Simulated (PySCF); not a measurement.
Compound: C4H5NO.
Atom-mapped SMILES: `[CH:1]#[C:2][C:3](=[O:4])[NH:5][CH3:6]` (hydrogens: H7 on C1; H8 on N5; H9, H10, H11 on C6)

The same species was optimised twice, with GFN2-xTB and with PBE0-D3(BJ)/def2-SVP (PySCF), and the same property calculations (PySCF, gas phase) were run on both structures.

```tsv
coordinate	GFN2-xTB	PBE0-D3(BJ)/def2-SVP	change
C2–C3 (Å)	1.449	1.465	+0.016
C1≡C2 (Å)	1.199	1.211	+0.012
C3=O4 (Å)	1.212	1.214	+0.002
N5–C6 (Å)	1.441	1.439	-0.002
C3–N5 (Å)	1.356	1.356	0.000
C1–C2–C3 (°)	175.7	178.2	+2.5
C3–N5–C6 (°)	122.2	120.7	-1.5
C2–C3–N5 (°)	112.5	113.7	+1.2
O4–C3–N5 (°)	124.4	123.6	-0.8
C2–C3–O4 (°)	123.0	122.7	-0.3
C2–C3–N5–C6 (°)	180	180	0
```

Rotational constants: A = 9036, B = 2374, C = 1903 MHz (GFN2-xTB) against A = 9123, B = 2342, C = 1886 MHz (PBE0-D3(BJ)/def2-SVP). Atoms that the bonding makes alike are paired by their places after alignment.

On the GFN2-xTB structure: lowest singlet, TDDFT (eV) 5.12 [CAM-B3LYP/def2-SVPD]; isotropic polarisability (au) 58.8 [CAM-B3LYP/def2-SVPD]; HOMO (eV) -9.10 [CAM-B3LYP/def2-SVPD]; LUMO (eV) 0.18 [CAM-B3LYP/def2-SVPD]; dipole (D) 3.98 [CAM-B3LYP/def2-SVPD]; HOMO (eV) -7.63 [PBE0/pcSseg-1]; LUMO (eV) -0.81 [PBE0/pcSseg-1]; dipole (D) 3.94 [PBE0/pcSseg-1]; GIAO shielding of C1 (ppm) 107.5 [PBE0/pcSseg-1]; GIAO shielding of C2 (ppm) 104.7 [PBE0/pcSseg-1]; GIAO shielding of C3 (ppm) 33.5 [PBE0/pcSseg-1]; GIAO shielding of O4 (ppm) -79.9 [PBE0/pcSseg-1]; GIAO shielding of N5 (ppm) 136.3 [PBE0/pcSseg-1]; GIAO shielding of C6 (ppm) 161.0 [PBE0/pcSseg-1].

Q: What do these properties become on the PBE0-D3(BJ)/def2-SVP structure?

A: 
```csv
property,level,on GFN2-xTB,on PBE0-D3(BJ)/def2-SVP,change
"lowest singlet, TDDFT (eV)",CAM-B3LYP/def2-SVPD,5.12,5.06,-0.06
isotropic polarisability (au),CAM-B3LYP/def2-SVPD,58.8,59.5,+0.7
HOMO (eV),CAM-B3LYP/def2-SVPD,-9.10,-9.13,-0.03
LUMO (eV),CAM-B3LYP/def2-SVPD,0.18,0.15,-0.03
dipole (D),CAM-B3LYP/def2-SVPD,3.98,4.04,+0.06
"energy, GFN2-xTB geometry as zero (kcal/mol)",CAM-B3LYP/def2-SVPD,0.0,-0.6,-0.6
HOMO (eV),PBE0/pcSseg-1,-7.63,-7.65,-0.02
LUMO (eV),PBE0/pcSseg-1,-0.81,-0.84,-0.03
dipole (D),PBE0/pcSseg-1,3.94,4.00,+0.06
"energy, GFN2-xTB geometry as zero (kcal/mol)",PBE0/pcSseg-1,0.0,0.2,+0.2
GIAO shielding of C1 (ppm),PBE0/pcSseg-1,107.5,107.9,+0.4
GIAO shielding of C2 (ppm),PBE0/pcSseg-1,104.7,103.8,-0.9
GIAO shielding of C3 (ppm),PBE0/pcSseg-1,33.5,31.1,-2.4
GIAO shielding of O4 (ppm),PBE0/pcSseg-1,-79.9,-106.1,-26.2
GIAO shielding of N5 (ppm),PBE0/pcSseg-1,136.3,138.1,+1.8
GIAO shielding of C6 (ppm),PBE0/pcSseg-1,161.0,156.8,-4.2
```

The heavy atoms differ by 0.022 Å rms after alignment. Among the bonds compared C2–C3 changes most (+0.016 Å). Changes are differences of the printed values. Neither structure is proved a minimum here.

Shape of the structure used: `[CH:1]#[C:2][C:3](=[O:4])[NH:5][CH3:6]`: C2–C3–N5–C6 180°.
